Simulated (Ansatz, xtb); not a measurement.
Two isomers of CH2FOS

Structure a is `O[C@H](F)[S]`, a doublet and structure b is `O[C](F)S`, a doublet. Both are isolated molecules in the gas phase, relaxed with r2SCAN-D4/def2-SVP; the shapes shown needn't be the lowest conformers.

a (Å):

```xyz
6

C    -1.0068   -0.6779    0.0936
F     0.3004   -1.0135   -0.1677
O    -1.1086    0.5540    0.6733
S    -1.9006   -0.6669   -1.4981
H    -0.8202    1.2107    0.0157
H    -1.4110   -1.4162    0.8035
```

b (Å):

```csv
atom,x (Å),y (Å),z (Å)
C,0.4490,0.5126,0.1532
F,0.7908,1.7545,-0.1978
O,1.3383,-0.3504,-0.3783
S,0.0937,0.2649,1.9082
H,1.0319,-1.2482,-0.1831
H,-1.1143,0.8688,1.8618
```

Energies in hartree; the thermal terms are from r2SCAN-D4/def2-SVP harmonic frequencies (ideal gas, rigid rotor, one conformer each, 1000 K, 1 atm) and include the zero-point energy:

```
                              a           b
E, CCSD(T)/def2-SVP  −611.186526  −611.167922
    E, MP2/def2-SVP  −611.140018  −611.121038
  E, MP2/def2-TZVPP  −611.732254  −611.714961
  zero-point energy     0.034899     0.031086
      H(1000 K) − E     0.064806     0.062953
      G(1000 K) − E    −0.088064    −0.095069
```

Question: Correct the CCSD(T) difference for the basis set by the MP2 change, then work out ΔE, ΔE₀, ΔH and ΔG for a → b in kcal/mol (1 Eh = 627.51 kcal/mol) and the equilibrium ratio [b]/[a].

Answer: 1. Differences b − a: CCSD(T) +0.018604, MP2 in the small set +0.018980, MP2 in the large set +0.017293 Eh.
2. ΔE = +0.018604 + (+0.017293 − (+0.018980)) = +0.016917 Eh = +10.62 kcal/mol.
3. ΔE₀ = ΔE + ΔZPE = +0.016917 + (−0.003813) Eh = +8.22 kcal/mol.
4. ΔH = ΔE + (−0.001853) Eh = +9.45 kcal/mol.
5. ΔG = ΔE + (−0.007005) Eh = +6.22 kcal/mol, so ΔS = (ΔH − ΔG)/T = +13.5 J/(mol K).
6. kT = 3.1668 mEh, so K = [b]/[a] = exp(−ΔG/kT) = exp(−3.13) ≈ 0.044.

Structure a is favoured at this temperature. An error of 1 kcal/mol in ΔG would change K by a factor of 1.7. Mirror images and further conformers aren't counted.

As drawn, b has 1 S–H in place of 1 C–H.

Other levels gave ΔE = +16.9 (GFN2-xTB); +11.3 (HF/STO-3G, GFN2-xTB geometries); +7.9 (r2SCAN-D4/def2-SVP//GFN2-xTB); +7.1 (r2SCAN-D4/def2-SVP); +13.8 (HF/def2-SVP); +11.9 (MP2/def2-SVP); +11.7 (CCSD(T)/def2-SVP) kcal/mol. Open shells are spin-unrestricted. The correlated steps freeze 8 core orbitals. Programs: Ansatz 0.2.0, xtb 6.7.1.
